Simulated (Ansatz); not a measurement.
H4N2Si (`N[Si]N`), relaxed with RKS PBE0-D4/def2-TZVP in the Gaussian-basis code of Ansatz from a PBE-D4/def2-SVP geometry. The force threshold is 0.005 eV/Å; the program also tests the step.

Charge 0, multiplicity 1.

Start:

```xyz
7

N    -1.096    0.325    0.693
Si   -0.623   -0.801   -0.554
N     1.059   -0.372   -0.725
H    -2.059    0.341    1.033
H    -0.517    1.021    1.175
H     1.587    0.352   -0.225
H     1.649   -0.867   -1.396
```

Q: By how much does the energy fall, and how many steps does the optimiser take? (An estimate is asked.)

A: Ansatz gave: 4.39 kJ/mol, in 5 steps.

Q: Which bonds change most? (Estimate.)

A: Ansatz gave: Si2–N3 from 1.745 to 1.716 Å; N1–Si2 from 1.745 to 1.716 Å; N3–H6 from 1.026 to 1.009 Å; N1–H5 from 1.026 to 1.009 Å.

Q: Give the relaxed structure. (Best estimate.)

A: Computed: 
```xyz
7

N    -1.079    0.321    0.682
Si   -0.612   -0.786   -0.543
N     1.044   -0.367   -0.714
H    -2.027    0.331    1.021
H    -0.506    1.010    1.145
H     1.558    0.341   -0.211
H     1.623   -0.850   -1.380
```
